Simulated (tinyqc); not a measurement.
Worked calculation (part 2 of 2): UHF in the sto-6g basis, for CH2, spin multiplicity 3. Computed by tinyqc, a small Python program that keeps every step (integrals from PySCF). Command: `OMP_NUM_THREADS=1 python tinyqc.py 23415 23416 out.jsonl` (the two numbers bound the seeds that draw the settings). One thread of a shared host (Intel(R) Xeon(R) Processor @ 2.60GHz), about 0.2 s of CPU time with the checks.

Geometry (angstrom):
```
atom,x,y,z
C,0.000000,0.000000,0.000000
H,0.000000,1.005000,0.517000
H,0.000000,-1.041000,0.536000
```

## Iteration 2: diagonalisation and new density

extrapolated F(alpha) (hartree), lower triangle:
```
,1C 1s,1C 2s,1C 2px,1C 2py,1C 2pz,2H 1s,3H 1s
1C 1s,-11.143559
1C 2s,-2.872366,-1.504732
1C 2px,0.000000,0.000000,-0.349215
1C 2py,-0.000696,-0.008290,0.000000,-0.255809
1C 2pz,-0.007441,0.001343,0.000000,-0.008384,-0.275626
2H 1s,-0.703122,-0.700835,0.000000,-0.383755,-0.228018,-0.478766
3H 1s,-0.641356,-0.661116,0.000000,0.372128,-0.222984,-0.179557,-0.444554
```

extrapolated F(beta) (hartree), lower triangle:
```
,1C 1s,1C 2s,1C 2px,1C 2py,1C 2pz,2H 1s,3H 1s
1C 1s,-11.056405
1C 2s,-2.818008,-1.197060
1C 2px,0.000000,0.000000,0.361770
1C 2py,-0.000693,-0.009778,0.000000,-0.167234
1C 2pz,-0.011140,-0.180628,0.000000,-0.005093,0.293537
2H 1s,-0.685585,-0.636330,0.000000,-0.360177,-0.145789,-0.396517
3H 1s,-0.624997,-0.602051,0.000000,0.350233,-0.138898,-0.142188,-0.362912
```

X, lower triangle:
```
,1C 1s,1C 2s,1C 2px,1C 2py,1C 2pz,2H 1s,3H 1s
1C 1s,1.025435
1C 2s,-0.146913,1.254517
1C 2px,0.000000,0.000000,1.000000
1C 2py,-0.000604,0.012410,0.000000,1.177832
1C 2pz,-0.008955,0.101090,0.000000,0.004692,1.044184
2H 1s,0.022639,-0.326184,0.000000,-0.293053,-0.141878,1.239326
3H 1s,0.022131,-0.298717,0.000000,0.274564,-0.132193,-0.032158,1.211756
```

D(alpha) after iteration 1, lower triangle:
```
,1C 1s,1C 2s,1C 2px,1C 2py,1C 2pz,2H 1s,3H 1s
1C 1s,1.138649
1C 2s,-0.243533,1.005057
1C 2px,0.000000,0.000000,0.823455
1C 2py,0.000417,-0.004927,0.000000,0.290914
1C 2pz,0.045709,-0.268266,0.000000,0.002743,0.550768
2H 1s,-0.018442,0.021591,0.000000,0.172460,0.182783,0.425610
3H 1s,-0.017229,0.022080,0.000000,-0.173116,0.185787,-0.037077,0.431989
```

D(beta) after iteration 1, lower triangle:
```
,1C 1s,1C 2s,1C 2px,1C 2py,1C 2pz,2H 1s,3H 1s
1C 1s,0.966743
1C 2s,-0.150931,0.606827
1C 2px,0.000000,0.000000,0.074073
1C 2py,0.000260,-0.003000,0.000000,0.237828
1C 2pz,-0.006483,0.027846,0.000000,0.000571,0.074706
2H 1s,-0.048518,0.139715,0.000000,0.166565,0.014271,0.303975
3H 1s,-0.047378,0.142776,0.000000,-0.169249,0.012958,-0.103082,0.307431
```

overlap S, lower triangle:
```
,1C 1s,1C 2s,1C 2px,1C 2py,1C 2pz,2H 1s,3H 1s
1C 1s,1.000000
1C 2s,0.243228,1.000000
1C 2px,0.000000,0.000000,1.000000
1C 2py,0.000000,0.000000,0.000000,1.000000
1C 2pz,0.000000,0.000000,0.000000,0.000000,1.000000
2H 1s,0.058894,0.468510,0.000000,0.403060,0.207345,1.000000
3H 1s,0.053677,0.445895,0.000000,-0.389844,0.200727,0.111344,1.000000
```

A level shift of 0.2 hartree raises the virtual space: F + shift (S - S D(s) S), with D(s) the density of one spin. Diagonalise F' = X^T F X, C = X C', fill 5 alpha and 3 beta electrons from the bottom; D(s) = C_occ C_occ^T; the new density keeps 0.3 of the old one (damping). Each column has its largest component positive (the first on a tie).

F' = X^T F X (alpha) (hartree), lower triangle:
```
,1,2,3,4,5,6,7
1,-10.953026
2,-1.463738,-0.685137
3,0.000000,0.000000,-0.313906
4,0.000278,0.008765,0.000000,0.215348
5,-0.034338,0.222381,0.000000,-0.002469,-0.099541
6,-0.108074,-0.492867,0.000000,-0.505682,-0.286603,0.093174
7,-0.088651,-0.460687,0.000000,0.488277,-0.278935,-0.059225,0.081818
```

orbital energies (alpha) (hartree): MO1 -11.162438, MO2 -0.923626, MO3 -0.522461, MO4 -0.350461, MO5 -0.313906, MO6 0.724198, MO7 0.887424

coefficients C (alpha):
```
,MO1,MO2,MO3,MO4,MO5,MO6,MO7
1C 1s,0.995301,-0.229508,0.005856,0.087915,0.000000,-0.150648,-0.020636
1C 2s,0.020622,0.779630,-0.031744,-0.478963,0.000000,0.969149,0.153251
1C 2px,0.000000,0.000000,0.000000,0.000000,1.000000,0.000000,0.000000
1C 2py,0.000256,0.010056,0.521564,-0.006590,0.000000,-0.126085,1.122791
1C 2pz,0.002279,0.030525,0.016419,0.807554,0.000000,0.690569,0.089500
2H 1s,-0.004230,0.233596,0.446393,0.278930,0.000000,-0.739113,-0.933776
3H 1s,-0.003922,0.214323,-0.449574,0.302778,0.000000,-0.910347,0.695338
```

F' = X^T F X (beta) (hartree), lower triangle:
```
,1,2,3,4,5,6,7
1,-10.839975
2,-1.464378,-0.289102
3,0.000000,0.000000,0.546955
4,0.000473,0.006972,0.000000,0.326445
5,-0.008871,-0.034399,0.000000,0.001488,0.550964
6,-0.099417,-0.507550,0.000000,-0.507759,-0.184529,0.177338
7,-0.080122,-0.479036,0.000000,0.491883,-0.173226,-0.036691,0.168765
```

orbital energies (beta) (hartree): MO1 -11.043844, MO2 -0.687680, MO3 -0.440765, MO4 0.462591, MO5 0.546955, MO6 0.824151, MO7 0.979983

coefficients C (beta):
```
,MO1,MO2,MO3,MO4,MO5,MO6,MO7
1C 1s,0.996289,-0.205658,0.006834,0.129549,0.000000,-0.148378,-0.021194
1C 2s,0.016689,0.665004,-0.030704,-0.663739,0.000000,0.945229,0.154726
1C 2px,0.000000,0.000000,0.000000,0.000000,1.000000,0.000000,0.000000
1C 2py,0.000245,0.017280,0.502358,0.007769,0.000000,-0.128656,1.131130
1C 2pz,0.002716,0.108381,-0.002736,0.733556,0.000000,0.761018,0.096082
2H 1s,-0.004035,0.313701,0.448488,0.321610,0.000000,-0.701899,-0.924240
3H 1s,-0.003734,0.279160,-0.474698,0.332677,0.000000,-0.873292,0.689473
```

D(alpha) after iteration 2, lower triangle:
```
,1C 1s,1C 2s,1C 2px,1C 2py,1C 2pz,2H 1s,3H 1s
1C 1s,1.077338
1C 2s,-0.213550,0.888580
1C 2px,0.000000,0.000000,0.947037
1C 2py,0.000420,-0.005366,0.000000,0.277796
1C 2pz,0.060161,-0.334905,0.000000,0.003307,0.622576
2H 1s,-0.027013,0.030462,0.000000,0.215071,0.222626,0.359841
3H 1s,-0.025543,0.032009,0.000000,-0.215961,0.226299,-0.057429,0.367415
```

D(beta) after iteration 2, lower triangle:
```
,1C 1s,1C 2s,1C 2px,1C 2py,1C 2pz,2H 1s,3H 1s
1C 1s,1.014477
1C 2s,-0.129522,0.492464
1C 2px,0.000000,0.000000,0.022222
1C 2py,0.000164,-0.003650,0.000000,0.248212
1C 2pz,-0.015666,0.058896,0.000000,0.000521,0.030645
2H 1s,-0.060384,0.178257,0.000000,0.211474,0.027214,0.300889
3H 1s,-0.059276,0.182941,0.000000,-0.214327,0.025968,-0.118640,0.304527
```

## Iteration 21 (converged): orbitals

converged F(alpha) (hartree), lower triangle:
```
,1C 1s,1C 2s,1C 2px,1C 2py,1C 2pz,2H 1s,3H 1s
1C 1s,-11.138477
1C 2s,-2.877922,-1.513605
1C 2px,0.000000,0.000000,-0.364670
1C 2py,-0.000474,-0.007157,0.000000,-0.294754
1C 2pz,-0.004420,0.019702,0.000000,-0.006095,-0.323699
2H 1s,-0.703267,-0.697040,0.000000,-0.379760,-0.211707,-0.428390
3H 1s,-0.641495,-0.658200,0.000000,0.368836,-0.207311,-0.176360,-0.390857
```

converged F(beta) (hartree), lower triangle:
```
,1C 1s,1C 2s,1C 2px,1C 2py,1C 2pz,2H 1s,3H 1s
1C 1s,-11.078445
1C 2s,-2.821085,-1.120721
1C 2px,0.000000,0.000000,0.379647
1C 2py,-0.000491,-0.011386,0.000000,-0.150801
1C 2pz,-0.006942,-0.223235,0.000000,-0.004929,0.283841
2H 1s,-0.687518,-0.631686,0.000000,-0.366043,-0.184462,-0.439333
3H 1s,-0.626879,-0.598930,0.000000,0.356190,-0.178250,-0.156986,-0.411895
```

Diagonalise F' = X^T F X, C = X C', fill 5 alpha and 3 beta electrons from the bottom; D(s) = C_occ C_occ^T. Each column has its largest component positive (the first on a tie).

F' = X^T F X (alpha) (hartree), lower triangle:
```
,1,2,3,4,5,6,7
1,-10.931005
2,-1.466169,-0.708099
3,0.000000,0.000000,-0.364670
4,0.000387,0.008850,0.000000,0.054056
5,-0.029643,0.198398,0.000000,0.000614,-0.227698
6,-0.110448,-0.441436,0.000000,-0.441531,-0.230673,0.066160
7,-0.090909,-0.412457,0.000000,0.424605,-0.222426,-0.056083,0.058688
```

orbital energies (alpha) (hartree): MO1 -11.141713, MO2 -0.878194, MO3 -0.526916, MO4 -0.407297, MO5 -0.364670, MO6 0.563615, MO7 0.702606

coefficients C (alpha):
```
,MO1,MO2,MO3,MO4,MO5,MO6,MO7
1C 1s,0.995111,-0.235738,0.006639,0.065949,0.000000,-0.152979,-0.023827
1C 2s,0.021629,0.814269,-0.035835,-0.373077,0.000000,0.983438,0.173998
1C 2px,0.000000,0.000000,0.000000,0.000000,1.000000,0.000000,0.000000
1C 2py,0.000244,0.010291,0.577917,-0.017118,0.000000,-0.142235,1.092755
1C 2pz,0.002145,-0.008882,0.025694,0.849101,0.000000,0.637853,0.098349
2H 1s,-0.004826,0.208829,0.408764,0.237298,0.000000,-0.735177,-0.970754
3H 1s,-0.004487,0.190521,-0.402934,0.264805,0.000000,-0.947124,0.697228
```

F' = X^T F X (beta) (hartree), lower triangle:
```
,1,2,3,4,5,6,7
1,-10.876515
2,-1.468123,-0.262822
3,0.000000,0.000000,0.379647
4,0.000942,0.005019,0.000000,0.230331
5,-0.001074,-0.052906,0.000000,0.001948,0.368059
6,-0.107460,-0.442160,0.000000,-0.455263,-0.200011,0.019940
7,-0.087982,-0.415461,0.000000,0.438465,-0.189807,-0.054499,0.004891
```

orbital energies (beta) (hartree): MO1 -11.080225, MO2 -0.684635, MO3 -0.488234, MO4 0.308762, MO5 0.379647, MO6 0.639486, MO7 0.788730

coefficients C (beta):
```
,MO1,MO2,MO3,MO4,MO5,MO6,MO7
1C 1s,0.996466,-0.186575,-0.006049,0.148832,0.000000,-0.153948,-0.023249
1C 2s,0.015845,0.566045,0.025335,-0.722342,0.000000,0.964723,0.166219
1C 2px,0.000000,0.000000,0.000000,0.000000,1.000000,0.000000,0.000000
1C 2py,0.000203,0.020158,-0.475752,0.010841,0.000000,-0.141859,1.140939
1C 2pz,0.002223,0.159483,0.006363,0.723093,0.000000,0.761183,0.102480
2H 1s,-0.003689,0.369726,-0.461378,0.286336,0.000000,-0.687203,-0.919817
3H 1s,-0.003427,0.332503,0.498990,0.295535,0.000000,-0.868920,0.670853
```

D(alpha) after iteration 21, lower triangle:
```
,1C 1s,1C 2s,1C 2px,1C 2py,1C 2pz,2H 1s,3H 1s
1C 1s,1.050212
1C 2s,-0.195273,0.803973
1C 2px,0.000000,0.000000,1.000000
1C 2py,0.000524,-0.005938,0.000000,0.334387
1C 2pz,0.060396,-0.324886,0.000000,0.000223,0.721716
2H 1s,-0.035668,0.066761,0.000000,0.234317,0.210127,0.267031
3H 1s,-0.034590,0.070685,0.000000,-0.235436,0.212792,-0.062059,0.268796
```

D(beta) after iteration 21, lower triangle:
```
,1C 1s,1C 2s,1C 2px,1C 2py,1C 2pz,2H 1s,3H 1s
1C 1s,1.027791
1C 2s,-0.089974,0.321300
1C 2px,0.000000,0.000000,0.000000
1C 2py,-0.000680,-0.000640,0.000000,0.226746
1C 2pz,-0.027579,0.090471,0.000000,0.000188,0.025480
2H 1s,-0.069866,0.197534,0.000000,0.226954,0.056021,0.349581
3H 1s,-0.068470,0.200799,0.000000,-0.230694,0.056196,-0.107276,0.359561
```

## Convergence

Stop when the energy changes by less than 1e-10 hartree and every element of the error matrix X^T (F D S - S D F) X (for each spin) is below 3e-06.

Course of the cycle:
```
iteration,E (hartree),change,largest element of the error matrix
1,-38.94557569,-,4.48e-01
2,-38.70546466,2.40e-01,1.59e-01
3,-38.75830109,-5.28e-02,5.00e-02
4,-38.78930573,-3.10e-02,2.04e-02
5,-38.80142847,-1.21e-02,9.23e-03
6,-38.80586195,-4.43e-03,4.36e-03
7,-38.80740258,-1.54e-03,1.92e-03
8,-38.80792346,-5.21e-04,8.55e-04
9,-38.80809021,-1.67e-04,3.62e-04
10,-38.80814205,-5.18e-05,1.51e-04
11,-38.80815793,-1.59e-05,6.26e-05
12,-38.80816275,-4.82e-06,2.53e-05
13,-38.80816421,-1.46e-06,1.04e-05
14,-38.80816464,-4.39e-07,4.40e-06
15,-38.80816478,-1.32e-07,1.89e-06
16,-38.80816482,-3.96e-08,8.26e-07
17,-38.80816483,-1.19e-08,3.41e-07
18,-38.80816483,-3.57e-09,1.63e-07
19,-38.80816483,-1.07e-09,7.60e-08
20,-38.80816483,-3.21e-10,3.52e-08
21,-38.80816483,-9.65e-11,1.51e-08
```

PySCF UHF in the same basis, after a stability check = -38.80816483 hartree

Converged in 21 iterations.

## Populations, bond orders and dipole

Mulliken: Z minus the diagonal of D S on the atom; Loewdin: the same with S^(1/2) D S^(1/2); Mayer order: 2 sum_s sum (D(s) S)_ij (D(s) S)_ji over the two atoms.

Charges (e):
```
atom,Mulliken,Loewdin,Mulliken spin
1C,-0.082792,-0.042544,2.210497
2H,0.043528,0.022213,-0.101849
3H,0.039264,0.020331,-0.108648
```

Mayer bond orders:
```
pair,order
2-1,0.975002
3-1,0.973924
3-2,0.012730
```

dipole moment about the origin, x y z (debye): 0.000000  0.003857  0.228394

<S^2> of the determinant (pure state: 2) = 2.019658
